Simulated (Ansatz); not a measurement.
## AlHF (SMILES [F][AlH]): methods side by side

AlHF has 3 atoms, charge 0, and is taken as a doublet. As SMILES, `[F][AlH]`. The coordinates come from a PBE0-D4/def2-TZVP relaxation.

```xyz
3

F     0.9071    0.8932    0.5856
Al   -0.4325    0.3180   -0.1995
H    -0.4854   -1.2761   -0.3993
```

Quantity: the energy change with the F1–Al2 bond stretched from 1.656 to 4.140 Å, in eV. The values are calculated.

```csv
level,kind,program,value (eV),less FCI/STO-3G
UHF/STO-3G,Hartree–Fock,Ansatz,2.83,-0.35
UBHLYP/STO-3G,global hybrid,Ansatz,4.00,+0.82
UB2PLYP/STO-3G,double hybrid,Ansatz,4.01,+0.83
RPA@PBE/STO-3G,RPA,Ansatz,2.58,-0.60
UMP2/STO-3G,perturbation theory,Ansatz,3.17,-0.01
UBCCD(T)/STO-3G,coupled cluster or CI,Ansatz,3.16,-0.02
UCCSD/STO-3G,coupled cluster or CI,Ansatz,3.05,-0.13
UCCSDTQ/STO-3G,coupled cluster or CI,Ansatz,3.18,0.00
FCI/STO-3G,exact in the basis,Ansatz,3.18,0.00
```

FCI/STO-3G is exact within its basis and frozen core, so for wave-function methods in that basis the difference is their error; functionals converge differently with the basis, so for them it is only a difference. The first shape isn't each level's own minimum. The values span 2.58 to 4.01 eV. All rows use very small basis sets, so none should be taken for the real molecule's value.
